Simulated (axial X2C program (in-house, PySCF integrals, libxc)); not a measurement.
**Outer orbitals of LiF at 1.564 Å, PBE0**

Calculated with an axial X2C code built on PySCF integrals. Spin-free means the one-electron spin-free X2C Hamiltonian; two-component (2c) means X2C with spin–orbit coupling and atomic mean-field two-electron Coulomb and Gaunt terms, so the difference of the two also holds small scalar two-electron terms. Basis: F dyall-av3z [7s6p3d2f], Li dyall-cv3z [7s8p2d] (cores contracted in-house); Gaussian nuclei, density fitting, unrestricted open shells. Masses: F 18.998 u, Li 7.016 u.

The distance is close to the 2c PBE0 minimum; the highest filled and lowest empty levels are listed.

Spin-free orbitals, state M_S = 0, Λ = 0 (closed shell) (Löwdin shares):

```csv
symmetry,occupied,ε (eV),atomic character
σα,yes,-27.98,"88% F s, 6% Li p, 3% Li d"
σα,yes,-8.35,"93% F p, 5% Li p"
π+α,yes,-7.94,"94% F p, 4% Li p, 2% Li d"
π-α,yes,-7.94,"94% F p, 4% Li p, 2% Li d"
σα,no,-1.04,"72% Li s, 21% Li p, 4% F p"
π+α,no,0.39,"96% Li p, 3% F p"
π-α,no,0.39,"96% Li p, 3% F p"
σα,no,0.72,"92% Li p, 6% Li s"
```

One partner of each degenerate Kramers or spin pair is listed.

Spinors with spin–orbit coupling (state Ω = 0):

```csv
ω,occupied,ε (eV),atomic character,λ mixture
1/2,yes,-27.99,"88% F s, 6% Li p, 3% Li d",100% σ
1/2,yes,-8.35,"93% F p, 5% Li p",100% σ
1/2,yes,-7.95,"94% F p, 4% Li p, 2% Li d",100% π
3/2,yes,-7.92,"94% F p, 4% Li p, 2% Li d",100% π
1/2,no,-1.04,"72% Li s, 21% Li p, 4% F p",100% σ
1/2,no,0.39,"96% Li p, 3% F p",100% π
3/2,no,0.40,"96% Li p, 3% F p",100% π
1/2,no,0.72,"92% Li p, 6% Li s",100% σ
```

One partner of each degenerate Kramers or spin pair is listed.

Mulliken charges and populations of the two-component result (they depend on the basis, above all on diffuse functions):

F -0.87 e (s 4.03 p 5.84 d 0.01), Li 0.87 e (s 1.98 p 0.13 d 0.02).

Occupations by symmetry block were frozen at the best pattern of an incomplete PBE0 search.
